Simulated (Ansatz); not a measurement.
# C2H4FO: the cost of one run

Program: Ansatz 0.2.0. Level of theory: the levels named in each step. These are calculated values, not measurements.

## Step 1: The system as given

Bond lengths: O1–C2 1.304 Å, C2–C3 1.544 Å, C3–F4 1.368 Å, C2–H5 1.118 Å, C2–H6 1.122 Å, C3–H7 1.093 Å, C3–H8 1.095 Å. Angles: O1–C2–C3 115.7°, O1–C2–H5 111.2°, O1–C2–H6 111.1°, C3–C2–H5 108.1°, C3–C2–H6 108.0°, H5–C2–H6 101.8°, C2–C3–F4 109.6°, C2–C3–H7 110.7°, C2–C3–H8 110.7°, F4–C3–H7 108.1°, F4–C3–H8 107.6°, H7–C3–H8 110.1°.

As a file:

```xyz
8

O    -1.5788    0.9193   -0.3890
C    -0.8016   -0.0813   -0.0795
C     0.7020    0.2484    0.0354
F     1.3964   -0.8861    0.3566
H    -1.1249   -0.5633    0.8764
H    -0.9162   -0.9233   -0.8118
H     0.8768    0.9869    0.8219
H     1.0922    0.6154   -0.9201
```

## Step 2: A rough first relaxation, PBE-D4/def2-SVP

This run stands in another session on the same molecule. It ended at:

```xyz
8

O    -1.5864    0.9395   -0.3950
C    -0.7800   -0.0833   -0.0775
C     0.7145    0.2388    0.0372
F     1.4125   -0.9118    0.3661
H    -1.1441   -0.5816    0.8727
H    -0.9375   -0.9377   -0.8049
H     0.8764    1.0116    0.8220
H     1.0906    0.6405   -0.9306
```

## Step 3: Relaxation, PBE0-D4/def2-TZVPP

input.yaml

```yaml
crystal:
  periodic: [false, false, false]
  atoms:
    - { symbol: O, position_ang: [-1.58636613, 0.93949011, -0.39501946] }
    - { symbol: C, position_ang: [-0.77997746, -0.08332749, -0.07754937] }
    - { symbol: C, position_ang: [0.71453198, 0.23882281, 0.03718144] }
    - { symbol: F, position_ang: [1.41248973, -0.91183116, 0.36612506] }
    - { symbol: H, position_ang: [-1.14410498, -0.58160554, 0.8726706] }
    - { symbol: H, position_ang: [-0.93753282, -0.93769289, -0.80488661] }
    - { symbol: H, position_ang: [0.87635901, 1.01161917, 0.82203078] }
    - { symbol: H, position_ang: [1.09058067, 0.64053499, -0.93058243] }
magnetization:
  spin_polarized: true
  initial_magnetization: 1
basis:
  gaussian: { orbitals: def2-TZVPP }
hamiltonian:
  xc: pbe0
  dispersion: d4
relax:
  f_tol: 0.002
  max_steps: 150
```

Launch:

```
$ ansatz run input.yaml --threads 4 --pin off --max-ram 10240MiB --backend cpu --events-out ev --progress --plain --runs-dir out
```

**Question.** How long does this run take on 4 threads of Intel Xeon at 2.50GHz (Skylake/Cascade Lake), shared host, and how much memory does it need?

About 77 s, with a peak of 0.56 GiB.
